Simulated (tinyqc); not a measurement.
Worked calculation: ROHF in the sto-3g basis, for BH2, spin multiplicity 2. One step of it, computed by the program tinyqc.

Question. Iteration 9 (converged): orbitals. Diagonalise F' = X^T F X, C = X C', fill 4 alpha and 3 beta electrons from the bottom; D(s) = C_occ C_occ^T. Each column has its largest component positive (the first on a tie).

converged F (hartree):
```
            1B 1s      1B 2s    1B 2px     1B 2py     1B 2pz      2H 1s      3H 1s
1B 1s   -7.379234  -2.161243  0.000000   0.000115  -0.009980  -0.266316  -0.282919
1B 2s   -2.161243  -0.941309  0.000000   0.003831  -0.067095  -0.377740  -0.390776
1B 2px   0.000000   0.000000  0.265476   0.000000   0.000000   0.000000   0.000000
1B 2py   0.000115   0.003831  0.000000  -0.046802   0.002334  -0.288026   0.293792
1B 2pz  -0.009980  -0.067095  0.000000   0.002334   0.030332  -0.156451  -0.159110
2H 1s   -0.266316  -0.377740  0.000000  -0.288026  -0.156451  -0.243600  -0.046870
3H 1s   -0.282919  -0.390776  0.000000   0.293792  -0.159110  -0.046870  -0.254167
```

X:
```
            1B 1s      1B 2s    1B 2px     1B 2py     1B 2pz      2H 1s      3H 1s
1B 1s    1.030824  -0.155085  0.000000   0.000418  -0.006532   0.021881   0.022526
1B 2s   -0.155085   1.134168  0.000000  -0.004110   0.049642  -0.194854  -0.204607
1B 2px   0.000000   0.000000  1.000000   0.000000   0.000000   0.000000   0.000000
1B 2py   0.000418  -0.004110  0.000000   1.106547  -0.001751  -0.200291   0.208404
1B 2pz  -0.006532   0.049642  0.000000  -0.001751   1.023378  -0.092595  -0.096495
2H 1s    0.021881  -0.194854  0.000000  -0.200291  -0.092595   1.111108  -0.010922
3H 1s    0.022526  -0.204607  0.000000   0.208404  -0.096495  -0.010922   1.119970
```

Give: F' = X^T F X; orbital energies; coefficients C; D(alpha) after iteration 9; D(beta) after iteration 9.

Answer.

F' = X^T F X (hartree):
```
         1        2       3        4        5        6        7
1  -7.1928  -1.1593  0.0000   0.0004  -0.0205   0.0068   0.0033
2  -1.1593  -0.3385  0.0000  -0.0023   0.0334  -0.2822  -0.2920
3   0.0000   0.0000  0.2655   0.0000   0.0000   0.0000   0.0000
4   0.0004  -0.0023  0.0000   0.1890  -0.0006  -0.3258   0.3339
5  -0.0205   0.0334  0.0000  -0.0006   0.0862  -0.1648  -0.1685
6   0.0068  -0.2822  0.0000  -0.3258  -0.1648  -0.0136  -0.0195
7   0.0033  -0.2920  0.0000   0.3339  -0.1685  -0.0195  -0.0099
```

orbital energies (hartree): MO1 -7.3841, MO2 -0.5240, MO3 -0.3767, MO4 -0.0069, MO5 0.2655, MO6 0.4380, MO7 0.5740

coefficients C:
```
            MO1      MO2      MO3      MO4     MO5      MO6      MO7
1B 1s    0.9920  -0.2113  -0.0056   0.1593  0.0000  -0.1827   0.0120
1B 2s    0.0294   0.6226   0.0200  -0.6027  0.0000   0.7982  -0.0579
1B 2px   0.0000   0.0000   0.0000   0.0000  1.0000   0.0000   0.0000
1B 2py  -0.0001  -0.0126   0.4807  -0.0024  0.0000   0.0549   1.0362
1B 2pz   0.0028   0.1694   0.0048   0.7894  0.0000   0.6437  -0.0377
2H 1s   -0.0044   0.3543   0.4961   0.2192  0.0000  -0.7221  -0.6170
3H 1s   -0.0046   0.3800  -0.4728   0.2161  0.0000  -0.6563   0.7101
```

D(alpha) after iteration 9:
```
          1B 1s    1B 2s  1B 2px   1B 2py   1B 2pz    2H 1s    3H 1s
1B 1s    1.0542  -0.1985  0.0000  -0.0006   0.0927  -0.0471  -0.0477
1B 2s   -0.1985   0.7522  0.0000   0.0032  -0.3701   0.0982   0.0967
1B 2px   0.0000   0.0000  0.0000   0.0000   0.0000   0.0000   0.0000
1B 2py  -0.0006   0.0032  0.0000   0.2313  -0.0017   0.2335  -0.2326
1B 2pz   0.0927  -0.3701  0.0000  -0.0017   0.6519   0.2355   0.2327
2H 1s   -0.0471   0.0982  0.0000   0.2335   0.2355   0.4197  -0.0525
3H 1s   -0.0477   0.0967  0.0000  -0.2326   0.2327  -0.0525   0.4146
```

D(beta) after iteration 9:
```
          1B 1s    1B 2s  1B 2px   1B 2py   1B 2pz    2H 1s    3H 1s
1B 1s    1.0288  -0.1025  0.0000  -0.0002  -0.0330  -0.0820  -0.0822
1B 2s   -0.1025   0.3889  0.0000   0.0018   0.1057   0.2304   0.2270
1B 2px   0.0000   0.0000  0.0000   0.0000   0.0000   0.0000   0.0000
1B 2py  -0.0002   0.0018  0.0000   0.2313   0.0002   0.2340  -0.2321
1B 2pz  -0.0330   0.1057  0.0000   0.0002   0.0287   0.0624   0.0621
2H 1s   -0.0820   0.2304  0.0000   0.2340   0.0624   0.3716  -0.0999
3H 1s   -0.0822   0.2270  0.0000  -0.2321   0.0621  -0.0999   0.3679
```
